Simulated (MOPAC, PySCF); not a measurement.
CH$_{4}$O, SMILES `OC`, neutral singlet in the gas phase. 

Cartesian coordinates (Å):
SMILES: OC
```xyz
6

C     -0.3451     0.0115    -0.0361
O      0.9276    -0.5875    -0.0098
H     -0.6379     0.4598     0.9352
H     -1.0791    -0.7756    -0.2688
H     -0.4436     0.7958    -0.8142
H      1.5781     0.0960     0.1937
```
Charge 0, multiplicity 1.

All levels are single points at this geometry (B3LYP-D3(BJ)/def2-SVP); Pople sets use spherical d functions. Orbital energies aren't observables, and empty levels follow the basis.

```json
[
 {"level": "B3LYP-D3(BJ)/def2-TZVP in PySCF", "HOMO (eV)": "-7.65", "LUMO (eV)": "0.67", "gap (eV)": "8.32", "dipole (D)": "1.67", "vertical IE, Delta-SCF (eV)": "10.86"},
 {"level": "PBE-D3(BJ)/def2-TZVP in PySCF", "HOMO (eV)": "-6.17", "LUMO (eV)": "0.19", "gap (eV)": "6.37", "dipole (D)": "1.59", "vertical IE, Delta-SCF (eV)": "10.63"},
 {"level": "B3LYP/3-21G in PySCF", "HOMO (eV)": "-6.69", "LUMO (eV)": "2.82", "gap (eV)": "9.52", "dipole (D)": "1.77", "vertical IE, Delta-SCF (eV)": "–"},
 {"level": "B3LYP/6-311+G** in PySCF", "HOMO (eV)": "-7.74", "LUMO (eV)": "-0.09", "gap (eV)": "7.65", "dipole (D)": "1.85", "vertical IE, Delta-SCF (eV)": "–"},
 {"level": "B3LYP/6-31G* in PySCF", "HOMO (eV)": "-7.20", "LUMO (eV)": "2.11", "gap (eV)": "9.31", "dipole (D)": "1.65", "vertical IE, Delta-SCF (eV)": "10.64"},
 {"level": "BP86/6-31G* in PySCF", "HOMO (eV)": "-5.80", "LUMO (eV)": "1.50", "gap (eV)": "7.29", "dipole (D)": "1.59", "vertical IE, Delta-SCF (eV)": "–"},
 {"level": "M06-2X/6-31G* in PySCF", "HOMO (eV)": "-9.24", "LUMO (eV)": "3.44", "gap (eV)": "12.68", "dipole (D)": "1.73", "vertical IE, Delta-SCF (eV)": "–"},
 {"level": "SVWN5/6-31G* in PySCF", "HOMO (eV)": "-5.72", "LUMO (eV)": "1.31", "gap (eV)": "7.03", "dipole (D)": "1.65", "vertical IE, Delta-SCF (eV)": "10.53"},
 {"level": "HF/3-21G in PySCF", "HOMO (eV)": "-11.77", "LUMO (eV)": "7.19", "gap (eV)": "18.96", "dipole (D)": "2.08", "vertical IE, Delta-SCF (eV)": "–"},
 {"level": "HF/6-31G* in PySCF", "HOMO (eV)": "-12.06", "LUMO (eV)": "6.13", "gap (eV)": "18.19", "dipole (D)": "1.88", "vertical IE, Delta-SCF (eV)": "9.67"},
 {"level": "AM1 in MOPAC", "HOMO (eV)": "-11.15", "LUMO (eV)": "3.71", "gap (eV)": "14.85", "dipole (D)": "1.61", "vertical IE, Delta-SCF (eV)": "–"},
 {"level": "PM3 in MOPAC", "HOMO (eV)": "-11.15", "LUMO (eV)": "3.37", "gap (eV)": "14.52", "dipole (D)": "1.50", "vertical IE, Delta-SCF (eV)": "–"},
 {"level": "PM7 in MOPAC", "HOMO (eV)": "-10.70", "LUMO (eV)": "2.99", "gap (eV)": "13.69", "dipole (D)": "1.99", "vertical IE, Delta-SCF (eV)": "–"}
]
```
